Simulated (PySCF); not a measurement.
isobutane (C4H10), SMILES CC(C)C. The structure is a stationary point at r2SCAN-D4/def2-SVP.

Computed equilibrium geometry at r2SCAN-D4/def2-SVP (PySCF confirms it by a frequency run) as bond lengths and angles, and its point group:
point group C3v.
Atoms: C1 C2 C3 C4 H5 H6 H7 H8 H9 H10 H11 H12 H13 H14. Bonds (Å): C1–C2 1.529, C1–H5 1.102, C1–H6 1.104, C1–H7 1.102, C2–C3 1.529, C2–C4 1.529, C2–H8 1.108, C3–H9 1.102, C3–H10 1.104, C3–H11 1.102, C4–H12 1.102, C4–H13 1.102, C4–H14 1.104. Bond angles (°): C2–C1–H5 111.5, C2–C1–H6 110.7, C2–C1–H7 111.5, H5–C1–H6 107.6, H5–C1–H7 107.8, H6–C1–H7 107.6, C1–C2–C3 111.1, C1–C2–C4 111.1, C1–C2–H8 107.8, C3–C2–C4 111.1, C3–C2–H8 107.8, C4–C2–H8 107.8, C2–C3–H9 111.5, C2–C3–H10 110.7, C2–C3–H11 111.5, H9–C3–H10 107.6, H9–C3–H11 107.8, H10–C3–H11 107.6, C2–C4–H12 111.5, C2–C4–H13 111.5, C2–C4–H14 110.7, H12–C4–H13 107.8, H12–C4–H14 107.6, H13–C4–H14 107.6.
